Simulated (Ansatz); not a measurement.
## H₂O, singlet: cost against accuracy

Geometry (MP2(full)/6-31G*, from the G2/97 set):

```xyz
3

O     0.0000    0.0000    0.0667
H     0.0000    0.7632   -0.5296
H     0.0000   -0.7632   -0.5296
```

Measured, as an electronic atomization energy: 973.1 kJ/mol (G2/97 heats of formation of molecule and atoms, with zero-point and thermal terms from B3LYP taken off; Curtiss et al., J. Chem. Phys. 106, 1063 (1997), Staroverov et al., J. Chem. Phys. 119, 12129 (2003)). The measured value holds scalar relativity and spin–orbit coupling, which all computed ones lack, and core correlation, which the wave-function levels lack. Atoms are taken at the same level; beside RHF, RMP2 and RCC rows they are unrestricted. The atoms' steps beyond CCSDT(Q) are taken from restricted open-shell runs, which share full CI's core. Ansatz 0.2.0; the 6-31G* set has Cartesian d functions; a miss is computed less measured; times are wall times on shared hosts and scatter by a factor of two or so.

| level | basis | miss (kJ/mol) | time of the run | hardware |
| --- | --- | --- | --- | --- |
| RHF | 6-31G* | -370.8 | 0.06 s | 1 CPU thread |
| RHF | 6-31G | -430.6 | 0.1 s | 1 CPU thread |
| RHF | cc-pVDZ | -355.3 | 0.12 s | 1 CPU thread |
| RCCSD(T) | STO-3G | -243.3 | 0.12 s | 1 CPU thread |
| PBE | 6-31G | -99.3 | 0.12 s | 1 CPU thread |
| CISD | 6-31G | -238.4 | 0.15 s | 1 CPU thread |
| RCCSD(T) | 6-31G | -224.8 | 0.15 s | 1 CPU thread |
| RCCSD(T) | 6-31G* | -146.8 | 0.15 s | 1 CPU thread |
| SPW92 | cc-pVTZ | 129.5 | 0.15 s | 1 CPU thread |
| RPA-PBE | STO-3G | -250.4 | 0.16 s | 1 CPU thread |
| B3LYP | 6-31G | -115.7 | 0.16 s | 1 CPU thread |
| B3LYP | cc-pVDZ | -55.3 | 0.16 s | 1 CPU thread |
| revPBE | STO-3G | -80.0 | 0.18 s | 1 CPU thread |
| PBE0 | 6-31G | -131.2 | 0.19 s | 1 CPU thread |
| B2PLYP | 6-31G | -155.2 | 0.19 s | 1 CPU thread |
| B3LYP | STO-3G | -66.3 | 0.23 s | 1 CPU thread |
| RPA-PBE | 6-31G | -254.8 | 0.25 s | 1 CPU thread |
| CISD | 6-31G* | -164.8 | 0.25 s | 1 CPU thread |
| B2PLYP | STO-3G | -141.0 | 0.28 s | 1 CPU thread |
| r2SCAN | cc-pVDZ | -51.9 | 0.32 s | 1 CPU thread |
| wB97M-V | STO-3G | -33.3 | 0.37 s | 1 CPU thread |
| r2SCAN | 6-31G* | -63.6 | 0.37 s | 1 CPU thread |
| PBE-QIDH | cc-pVTZ | -37.9 | 0.39 s | 1 CPU thread |
| B2PLYP | cc-pVTZ | -23.9 | 0.39 s | 1 CPU thread |
| CISD | cc-pVDZ | -122.3 | 0.4 s | 1 CPU thread |
| PBE0 | cc-pVQZ | -26.7 | 0.46 s | 1 CPU thread |
| B3LYP | cc-pVQZ | -10.5 | 0.52 s | 1 CPU thread |
| MRCISD+Q (valence space) | 6-31G | -225.2 | 0.54 s | 1 CPU thread |
| B97M-V | 6-31G | -113.6 | 0.55 s | 1 CPU thread |
| r2SCAN | cc-pVTZ | -20.5 | 0.55 s (with forces) | 1 CPU thread |
| r2SCAN0 | cc-pVTZ | -44.3 | 0.55 s | 1 CPU thread |
| RCCSDTQ | STO-3G | -243.1 | 0.7 s | 1 CPU thread |
| r2SCAN | cc-pVQZ | -14.8 | 0.76 s | 1 CPU thread |
| B2PLYP | cc-pVQZ | -11.6 | 1 s | 1 CPU thread |
| RPA-PBE | cc-pVQZ | -48.1 | 1 s | 1 CPU thread |
| CISD | cc-pVTZ | -66.4 | 1.2 s | 1 CPU thread |
| RCCSD(T) | cc-pVTZ | -32.0 | 1.3 s (with forces) | 1 CPU thread |
| NEVPT2 (valence space) | cc-pVQZ | -15.9 | 2.3 s | H100 + 2 CPU threads |
| MRCISD+Q (valence space) | cc-pVQZ | -15.8 | 3.5 s | H100 + 2 CPU threads |
| full CI | 6-31G* | -145.5 | 6.5 s | 1 CPU thread |

HF's time is that of a plain UHF run.

The smallest set from which on each level stays within 1 kcal/mol of its own cc-pVQZ value (sets in order of size: STO-3G, 6-31G, 6-31G*, cc-pVDZ, cc-pVTZ, cc-pVQZ): RHF none (cc-pVTZ is 1.1 kcal/mol off); PBE none (cc-pVTZ is 1.9 kcal/mol off); r2SCAN none (cc-pVTZ is 1.4 kcal/mol off); B3LYP none (cc-pVTZ is 1.9 kcal/mol off); wB97M-V none (cc-pVTZ is 1.8 kcal/mol off); B2PLYP none (cc-pVTZ is 3.0 kcal/mol off); RMP2 none (cc-pVTZ is 5.5 kcal/mol off); RCCSD(T) none (cc-pVTZ is 4.8 kcal/mol off).
